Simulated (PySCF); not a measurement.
**A diatomic session: SiO**

One job finds the state of SiO, follows it along the bond with each method and fits the curves.

Computed with PySCF 2.14.0. Level: Si 6-311G(d,p), O 6-311G(d,p), no relativity.

## Step 1: Set-up

A driver script around PySCF takes these settings:

```json
{
  "atoms": "Si, O",
  "charge": "0",
  "basis": "Si 6-311G(d,p), O 6-311G(d,p)",
  "Hamiltonian": "no relativity",
  "basis functions": "44",
  "electrons treated": "22",
  "masses in u": "27.9769, 15.9949",
  "levels": "PBE0, PBE, r²SCAN, LDA, BHandHLYP, BP86, ωB97X, HF, MP2, SCS-MP2, CCSD, CCSD(T)",
  "grid": "80 radial by 434 angular points",
  "occupations": "held fixed by the projection of orbital angular momentum",
  "dissociation limit": "Si + O, each in its ground configuration",
  "starting distance in angstrom": "1.715",
  "values of 2S to try": "0, 2, 4"
}
```

Started as:

```sh
$ OMP_NUM_THREADS=1 python dia.py task.json out
```

The runs that follow: PBE0 along the bond; Other states along the same grid; PBE (GGA); r²SCAN; LDA (local density); BHandHLYP (global hybrid GGA); BP86 (GGA); ωB97X (range-separated hybrid); RHF (mean field); MP2 and coupled cluster.

Q: Predict the outcome of this session. Wanted: for each run, Re; ωe; De; μ.

**Answer**, as computed:

Lowest PBE0 solution found, without spin–orbit coupling: ¹Σ⁺ (singlet), closed shell. State 2 has its PBE0 minimum 3.83 eV higher. State 3 has its PBE0 minimum 6.93 eV higher. The other levels ran on the lowest alone.

```csv
level,Re (Å),ωe (cm⁻¹),De (eV),μ (D)
RHF,1.483,1412,4.38,-3.42
RHF-MP2,1.533,1195,7.93,n/a
RHF-SCS-MP2,1.528,1214,7.71,n/a
RHF-CCSD,1.514,1286,7.16,n/a
RHF-CCSD(T),1.525,1227,7.47,n/a
LDA,1.524,1222,9.38,-2.67
PBE,1.538,1187,8.22,-2.61
BP86,1.538,1186,8.26,-2.65
r²SCAN,1.522,1241,7.85,-2.70
PBE0,1.515,1270,7.57,-2.86
BHandHLYP,1.499,1333,7.04,-3.14
ωB97X,1.509,1298,7.75,-2.94
```

De is counted to Si + O in their ground configurations. A positive dipole means Si(−)O(+).

**Reading.** Bond lengths run from 1.483 Å (RHF) to 1.538 Å (PBE). Of the levels with a De here, RHF gives the least (4.38 eV) and LDA the most (9.38 eV).

Correlated steps freeze 6 core orbitals. T1 is 0.030 near the minimum (highest on the curve 0.052), which may point to more than one leading configuration.
